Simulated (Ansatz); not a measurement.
The input, for Ansatz 0.2.0:

```yaml
crystal:
  periodic: [false, false, false]
  atoms:
    - {symbol: Pt, position_ang: [0.000000, 0.000000, 0.000000]}
    - {symbol: Cl, position_ang: [0.000000, 0.000000, 2.130400]}
basis:
  gaussian: {orbitals: def2-SVP}
total_charge: 1
magnetization: {spin_polarized: true, initial_magnetization: 4}
hamiltonian: {xc: {name: PBE}}
output: {orbitals: {seedname: orbitals}}
```

```sh
$ ansatz run in.yaml --threads 1 --pin off --events-out ev --progress --plain --max-ram 2393MiB
```

Log:

```
528 factors; their error is unknown
mean field evaluation 1: about -15740.4886 eV, gradient 3.9e1 eV
mean field evaluation 2: about -15671.0667 eV, gradient 1.3e2 eV
mean field evaluation 4: about -15743.5230 eV, gradient 3.2e1 eV
mean field evaluation 8: about -15749.5474 eV, gradient 3.7e-1 eV
mean field evaluation 16: about -15749.5108 eV, gradient 7.4e-5 eV
mean field evaluation 32: about -15748.5630 eV, gradient 5.8e0 eV
mean field evaluation 64: about -15749.5108 eV, gradient 1.8e-6 eV
mean field evaluation 96: about -15746.1816 eV, gradient 2.8e0 eV
mean field evaluation 128: about -15747.9045 eV, gradient 3.6e0 eV
mean field -15749.51081257 eV, -578.7838469601 hartree, gradient 4.1e-6 eV, S^2 6.001674; 15 other end points of the search recorded, 0 dependent functions left out
reference -15749.51084701 eV, -578.7838482257 hartree; 19, 15 occupied and 31, 35 virtual orbitals, 528 factors
Total energy: -15749.51084701 eV, -578.7838482257 hartree
```

Ran on 1 thread of Arm Neoverse V1, shared host: 15 s wall, 0.16 GiB peak host memory.
